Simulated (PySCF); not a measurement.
# Nonlinear optical response: methoxyacetaldehyde (SMILES COCC=O)

Molfile (atoms numbered from 1):
```
C3H6O2
     RDKit          3D

 11 10  0  0  0  0  0  0  0  0999 V2000
   -0.1587   -1.0479    1.2702 C   0  0  0  0  0  0  0  0  0  0  0  0
    0.8312   -0.6109    0.3720 O   0  0  0  0  0  0  0  0  0  0  0  0
    0.5548    0.6547   -0.1488 C   0  0  0  0  0  0  0  0  0  0  0  0
   -0.5341    0.6309   -1.1980 C   0  0  0  0  0  0  0  0  0  0  0  0
   -1.1491    1.5980   -1.5478 O   0  0  0  0  0  0  0  0  0  0  0  0
   -0.2319   -0.3762    2.1357 H   0  0  0  0  0  0  0  0  0  0  0  0
    0.1279   -2.0416    1.6119 H   0  0  0  0  0  0  0  0  0  0  0  0
   -1.1474   -1.1090    0.7959 H   0  0  0  0  0  0  0  0  0  0  0  0
    1.4662    1.0083   -0.6447 H   0  0  0  0  0  0  0  0  0  0  0  0
    0.2937    1.3863    0.6285 H   0  0  0  0  0  0  0  0  0  0  0  0
   -0.7040   -0.3702   -1.6544 H   0  0  0  0  0  0  0  0  0  0  0  0
  1  2  1  0
  2  3  1  0
  3  4  1  0
  4  5  2  0
  1  6  1  0
  1  7  1  0
  1  8  1  0
  3  9  1  0
  3 10  1  0
  4 11  1  0
M  END
```

Method: PySCF, quadratic response CAM-B3LYP/def2-TZVPD first hyperpolarisability, Taylor convention, gas phase. Geometry: PBE0-D3(BJ)/def2-TZVP.

(1) What is the first hyperpolarisability, and how does it disperse?

(2) Which lowest excitations, dipole and polarisabilities go with it?

Answers

(1) In au, Taylor convention; the vector part is βᵢ = ⅓ Σⱼ (βᵢⱼⱼ + βⱼᵢⱼ + βⱼⱼᵢ); β∥ is 3/5 of the vector part along the dipole, the dipole points from − to +:
```tsv
process	λ (nm)	β vector norm	β∥	β HRS	depolarisation ratio
static β(0;0,0)	∞	51.7	-11.7	22.9	4.12
second harmonic β(−2ω;ω,ω)	1907	53.0	-11.8	23.5	4.08
Pockels β(−ω;ω,0)	1907	52.1	-11.8	–	–
second harmonic β(−2ω;ω,ω)	1064	55.9	-12.0	25.1	3.98
Pockels β(−ω;ω,0)	1064	53.0	-11.8	–	–
```

(2) S1 4.14 eV (f = 0.000); S2 6.52 eV (f = 0.001); S3 6.93 eV (f = 0.007); dipole 2.14 D; isotropic α 46.1 au static, 46.2 au at 1907 nm, 46.5 au at 1064 nm, 46.5 au at 953.5 nm, 47.5 au at 532 nm.
